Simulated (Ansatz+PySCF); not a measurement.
## singlet CO2: levels of theory in one basis

```xyz
3

O     0.0000    0.0000   -1.1593
C     0.0000    0.0000    0.0000
O     0.0000    0.0000    1.1593
```

Basis set: def2-SVP (spherical functions). Correlated methods keep 3 orbitals frozen. Charge 0, multiplicity 1.

Computed with Ansatz (development build ahead of 0.2.0); each method stands on the lowest determinant of its kind that the runs found. NEVPT2 correlates all electrons. Active spaces start from the frontier orbitals, and the lowest solution found is given.

```
        method  E − E(RHF) (eV)  <S²> of the determinant
           RHF             0.00                     0.00
       RHF-MP2           -13.11                        –
      RHF-CCSD           -13.02                        –
   CASSCF(8,6)            -2.25                        –
   CASSCF(2,2)            -0.51                        –
SC-NEVPT2(2,2)           -13.11                        –
SC-NEVPT2(8,6)           -13.03                        –
```

Problem. What does RHF-CCSD(T) give on the same scale?

Solution. -13.51 eV.

Problem. Is a single determinant a sound starting point here?

Solution. By this sign, yes. Unrestricted orbitals gain 0.00 eV and <S²> is 0.00 against 0.00 for a pure state. The CASSCF(8,6) natural occupations are 1.98, 1.98, 1.96, 1.96, 0.06, 0.06. The CASSCF(2,2) natural occupations are 1.97, 0.03.

Caution for CASSCF(2,2): other starts end on other solutions of this active space.
